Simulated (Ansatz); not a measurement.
Cartesian coordinates in Å:
```
Si 1.712 -1.456 0.182
O 0.658 -0.304 0.701
Si -0.611 0.627 0.201
H 1.188 -1.574 -1.271
H -0.911 0.344 -1.227
H -1.790 0.309 1.042
H -0.245 2.054 0.371
```

Total charge 0; spin multiplicity 1.

List the PBE0/def2-TZVPP orbital energies in eV (Ansatz). (An estimate is asked.)

Computed: Occupied: -1803.55, -1803.28, -523.20, -145.67, -145.54, -100.43, -100.30, -100.23, -100.18, -100.17, -100.17, -28.17, -16.49, -13.77, -11.97, -11.55, -10.72, -9.39, -9.31, -6.56. Lowest empty: -2.23, -0.23, 1.30, 1.55, 1.60, 1.85, 2.07, 4.32.
